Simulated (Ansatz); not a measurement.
The same path of AlBFH3 (6 atoms, charge 0, multiplicity 1) was run 3 times with different band settings. The coordinate that changes most is the dihedral H4–B1–Al2–F3.

All numbers below come from RKS PBE-D4/def2-SVP in Ansatz 0.2.0.

Relaxed end points:

```xyz
6
Properties=species:S:1:pos:R:3
B -0.817 0.424 -0.668
Al 0.714 -0.314 0.607
F 1.181 -1.928 0.435
H -1.999 0.386 -0.369
H -0.582 0.939 -1.749
H 1.503 0.493 1.744
```

```xyz
6
Properties=species:S:1:pos:R:3
B -0.817 0.424 -0.668
Al 0.715 -0.313 0.606
F 1.182 -1.927 0.435
H -0.588 0.937 -1.751
H -1.998 0.384 -0.364
H 1.506 0.495 1.741
```

Common settings: movable images 7; climbing image yes; spring 5.0 eV/Å²; optimiser quadratic models (default); start path IDPP; end points relaxed.

| run | force threshold | iteration limit |
| --- | --- | --- |
| 1 | 0.03 eV/Å | 60 |
| 2 | 0.5 eV/Å | 60 |
| 3 | 0.03 eV/Å | 10 |

**Question.** What does each run give, and how far can it be trusted?

**Answer.** Run 1: converged after 7 iterations, highest image 0.097 eV above the first end. A vibrational analysis at the climbing image gives one clearly imaginary mode, 166i cm⁻¹: a first-order saddle point.
Run 2: converged after 2 iterations, highest image 0.114 eV above the first end. The threshold of 0.5 eV/Å is loose, so the images may lie well off the minimum-energy path. The order of the stationary point at the top wasn't checked.
Run 3: converged after 7 iterations, highest image 0.097 eV above the first end. Another band between the same ends (7 images) ends at a top of the same energy, where a vibrational analysis finds 1 clearly imaginary mode.
